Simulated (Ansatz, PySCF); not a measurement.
This PySCF input computes a PBE0/def2-TZVPD energy:

```python
from pyscf import gto, scf, dft

mol = gto.M(
    atom='''
    C    -0.01423719   -0.06952151   -1.23419539
    Si    0.00834037    0.17010305    0.73186645
    H    -0.01728263   -1.11287275   -1.56859470
    H    -0.89893486    0.41944684   -1.65979309
    H     0.85959133    0.42084071   -1.68015728
    H    -1.11421076   -0.84675739    1.04684283
    H     1.13949487   -0.84497103    1.02074434
    ''',
    basis='def2-tzvpd',
    charge=-1,
    spin=0,
    verbose=4,
)

mf = dft.RKS(mol, xc='pbe0').density_fit(auxbasis='def2-universal-jkfit')
mf.grids.level = 3
mf.conv_tol = 1e-9
mf.max_cycle = 100
mf.max_memory = 1500
mf.kernel()
if not mf.converged:
    mf = mf.newton()
    mf.kernel(mf.make_rdm1())
mf.analyze()
```

Problem. Write an input for the same energy in Ansatz (a first-principles code) and say what it gives.

Solution. 
Ansatz 0.2 input:
```yaml
crystal:
  periodic: [false, false, false]
  atoms:
    - {symbol: C, position_ang: [-0.01423719, -0.06952151, -1.23419539]}
    - {symbol: Si, position_ang: [0.00834037, 0.17010305, 0.73186645]}
    - {symbol: H, position_ang: [-0.01728263, -1.11287275, -1.56859470]}
    - {symbol: H, position_ang: [-0.89893486, 0.41944684, -1.65979309]}
    - {symbol: H, position_ang: [0.85959133, 0.42084071, -1.68015728]}
    - {symbol: H, position_ang: [-1.11421076, -0.84675739, 1.04684283]}
    - {symbol: H, position_ang: [1.13949487, -0.84497103, 1.02074434]}
basis:
  gaussian:
    orbitals: def2-TZVPD
hamiltonian:
  xc: {name: PBE0}
total_charge: -1
output: {forces: true}
```
It gives -330.43564 Eh, and PySCF -330.43570 Eh, a difference of 0.06 mEh, from the treatment of integrals and grids.

It need not be the lowest isomer of its formula. Whether it binds its extra electron was not tested at this geometry.
